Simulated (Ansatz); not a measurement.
**CH2 (triplet): from Hartree-Fock to the top rungs at distance C1–H2 = 3.598 Å, cc-pVDZ**

Aim: climb from Hartree-Fock through coupled cluster and multireference methods for CH2 (triplet) at one geometry and basis, and see what each rung misses.

Method: cc-pVDZ, core rule «outside noble gas», up to 1 orbitals frozen; program: Ansatz 0.2.0, Gaussian basis.

To be run: UHF; CCSD(T) on ROHF; CCSD(T) on UHF; BCCD(T) on ROHF; CISD; CCSDT(Q) on ROHF; CCSDT(Q) on UHF; CASSCF and MRCISD+Q, 4 electrons in 4 orbitals; CASSCF and NEVPT2, 4 electrons in 4 orbitals; CASSCF and MRCISD+Q, 6 electrons in 6 orbitals; CASSCF and NEVPT2, 6 electrons in 6 orbitals; Full CI.

20 further runs of the same task are left out: 13 that didn't finish, 7 set aside as unsound or not needed.

**1. The geometry**

The geometry derives from a PBE0/def2-TZVP stationary point (not a proven minimum). One bond is set to the value named and the two fragments are kept rigid.

3 atoms, charge 0, spin multiplicity 3.

Atoms are counted from 1 here; the program's logs count them from 0.

Bond lengths: C1–H3 1.079 Å.

**2. UHF**

Contents of in.yaml:

```yaml
crystal:
  periodic: [false, false, false]
  atoms:
    - {symbol: C, position_ang: [0.000000, -0.129103, 0.167129]}
    - {symbol: H, position_ang: [0.000000, 1.253040, -3.154811]}
    - {symbol: H, position_ang: [0.000000, 0.285365, 1.163290]}
basis:
  gaussian: {orbitals: cc-pVDZ}
magnetization: {spin_polarized: true, initial_magnetization: 2}
hamiltonian: {xc: hf}
output: {orbitals: {seedname: orbitals}}
```

Launch:

```sh
$ ansatz run in.yaml --threads 1 --pin off --events-out ev --progress --plain --max-ram 2393MiB
```

After this run come: CCSD(T) on ROHF; CCSD(T) on UHF; BCCD(T) on ROHF; CISD; CCSDT(Q) on ROHF; CCSDT(Q) on UHF; CASSCF and MRCISD+Q, 4 electrons in 4 orbitals; CASSCF and NEVPT2, 4 electrons in 4 orbitals; CASSCF and MRCISD+Q, 6 electrons in 6 orbitals; CASSCF and NEVPT2, 6 electrons in 6 orbitals; Full CI.

Before running them: what should the planned runs give, taken together? Wanted: FCI below the RHF energy; RMP2 from FCI; UMP2 from FCI; RCCSD from FCI; RCCSD(T) from FCI; UCCSD(T) from FCI; RCCSDT(Q) from FCI; UCCSDT(Q) from FCI; NEVPT2 pair from FCI.

The runs gave:

```
                         quantity                                                                                               value
         FCI below the RHF energy                                                                                          -3.0069 eV
                    RMP2 from FCI                                                                                     +17.44 kcal/mol
                    UMP2 from FCI                                                                                     +17.48 kcal/mol
                   RCCSD from FCI                                                                                      +1.51 kcal/mol
                RCCSD(T) from FCI                                                                                      +0.36 kcal/mol
                UCCSD(T) from FCI                                                                                      +0.35 kcal/mol
               RCCSDT(Q) from FCI                                                                                      +0.01 kcal/mol
               UCCSDT(Q) from FCI                                                                                       0.00 kcal/mol
             NEVPT2 pair from FCI                                                                                     +13.26 kcal/mol
           MRCISD+Q pair from FCI                                                                                      -0.45 kcal/mol
          NEVPT2 valence from FCI                                                                                     +11.31 kcal/mol
levels within 1 kcal/mol (43 meV)  RCCSD(T), UCCSD(T), BCCD(T), RCCSDT, UCCSDT, RCCSDT(Q), UCCSDT(Q), MRCISD+Q pair, MRCISD+Q valence
                    T1 diagnostic                                                                                               0.014
   effectively unpaired electrons                                                                                                2.05
```

In words: RCCSD(T) misses by +0.36 kcal/mol, 0.5 % of the correlation energy. MRCISD+Q pair, MRCISD+Q valence fall below full CI: the +Q correction isn't variational, and the cores differ from full CI's. One determinant dominates. Of the multireference levels listed MRCISD+Q valence comes nearest in total energy (-0.08 kcal/mol), which doesn't show that its space is the better one. Coupled cluster took another determinant than the lowest Hartree-Fock one. These misses are within one basis, not against nature; the frozen cores of restricted and unrestricted runs differ, which can shift their rows.
